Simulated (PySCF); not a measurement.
# Energy of Al (aluminium, neutral) between two integer charges

The 3p alpha orbital of [Ne] 3s2 3p1 is emptied in steps (occupation f), with all orbitals relaxed, ending at [Ne] 3s2. All numbers are calculated (PySCF 2.14, no relativity, point nucleus, in aug-cc-pV(T+d)Z (6s5p4d2f, 55 functions)). The exact energy is a straight line in f; departures are measured from the line between the end points of the same method.

```csv
f,UHF (eV),LDA (eV),PBE (eV),PBE0 (eV),r2SCAN (eV),LC-wPBE (eV),BHandHLYP (eV),wB97X (eV),HSE06 (eV),BLYP (eV)
1,0.000,0.000,0.000,0.000,0.000,0.000,0.000,0.000,0.000,0.000
0.9,0.030,-0.273,-0.269,-0.197,-0.253,0.001,-0.128,-0.015,-0.231,-0.273
0.7,0.068,-0.643,-0.632,-0.459,-0.589,0.004,-0.300,-0.034,-0.539,-0.643
0.5,0.079,-0.772,-0.755,-0.546,-0.696,0.008,-0.357,-0.038,-0.641,-0.770
0.3,0.065,-0.652,-0.633,-0.455,-0.579,0.011,-0.299,-0.032,-0.535,-0.649
0.1,0.027,-0.280,-0.269,-0.192,-0.244,0.007,-0.128,-0.015,-0.227,-0.278
0,0.000,0.000,0.000,0.000,0.000,0.000,0.000,0.000,0.000,0.000
```

```tsv
method	E(f=0) − E(f=1) (eV)	−ε at f=1 (eV)	−ε at f=0.5 (eV)
UHF	5.599	5.932	5.590
LDA	6.029	3.018	6.002
PBE	6.071	3.095	6.067
PBE0	6.089	3.907	6.101
r2SCAN	6.164	3.349	6.195
LC-wPBE	6.185	6.188	6.205
BHandHLYP	5.895	4.469	5.898
wB97X	5.941	5.771	5.949
HSE06	6.080	3.522	6.089
BLYP	5.867	2.849	5.849
```

Orbital energy along the path (eV):

```json
{"f": "1", "UHF": "-5.932", "LDA": "-3.018", "PBE": "-3.095", "PBE0": "-3.907", "r2SCAN": "-3.349", "LC-wPBE": "-6.188", "BHandHLYP": "-4.469", "wB97X": "-5.771", "HSE06": "-3.522", "BLYP": "-2.849"}
{"f": "0.9", "UHF": "-5.859", "LDA": "-3.590", "PBE": "-3.668", "PBE0": "-4.339", "r2SCAN": "-3.914", "LC-wPBE": "-6.195", "BHandHLYP": "-4.752", "wB97X": "-5.809", "HSE06": "-4.027", "BLYP": "-3.424"}
{"f": "0.7", "UHF": "-5.720", "LDA": "-4.775", "PBE": "-4.851", "PBE0": "-5.216", "r2SCAN": "-5.057", "LC-wPBE": "-6.204", "BHandHLYP": "-5.324", "wB97X": "-5.884", "HSE06": "-5.052", "BLYP": "-4.617"}
{"f": "0.5", "UHF": "-5.590", "LDA": "-6.002", "PBE": "-6.067", "PBE0": "-6.101", "r2SCAN": "-6.195", "LC-wPBE": "-6.205", "BHandHLYP": "-5.898", "wB97X": "-5.949", "HSE06": "-6.089", "BLYP": "-5.849"}
{"f": "0.3", "UHF": "-5.469", "LDA": "-7.257", "PBE": "-7.291", "PBE0": "-6.979", "r2SCAN": "-7.305", "LC-wPBE": "-6.187", "BHandHLYP": "-6.470", "wB97X": "-5.999", "HSE06": "-7.119", "BLYP": "-7.100"}
{"f": "0.1", "UHF": "-5.355", "LDA": "-8.518", "PBE": "-8.481", "PBE0": "-7.817", "r2SCAN": "-8.356", "LC-wPBE": "-6.137", "BHandHLYP": "-7.032", "wB97X": "-6.062", "HSE06": "-8.113", "BLYP": "-8.340"}
{"f": "0", "UHF": "-5.301", "LDA": "-9.137", "PBE": "-9.039", "PBE0": "-8.202", "r2SCAN": "-8.836", "LC-wPBE": "-6.092", "BHandHLYP": "-7.310", "wB97X": "-6.108", "HSE06": "-8.578", "BLYP": "-8.941"}
```

Reference removal energy between the ground levels: 5.986 eV (measured; NIST Atomic Spectra Database, ionization energies). The calculation has no spin-orbit coupling. UHF lacks correlation.
